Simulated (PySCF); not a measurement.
Method: PBE-D3(BJ)/def2-TZVP // PBE0-D4/def2-TZVP in PySCF. All species are isolated molecules in the gas phase. 

Reference species (SMILES): `[NH2]` (neutral, multiplicity 2).

```json
{
 "highest_occupied_spin_orbital": "-7.06 eV"
}
```

Changed species: `C#C[CH2]` (radical fragment; the reference has radical fragment).

Q: Predict the effect on the highest occupied spin orbital.

A: the highest occupied spin orbital goes up by 1.96 eV, to -5.10 eV.
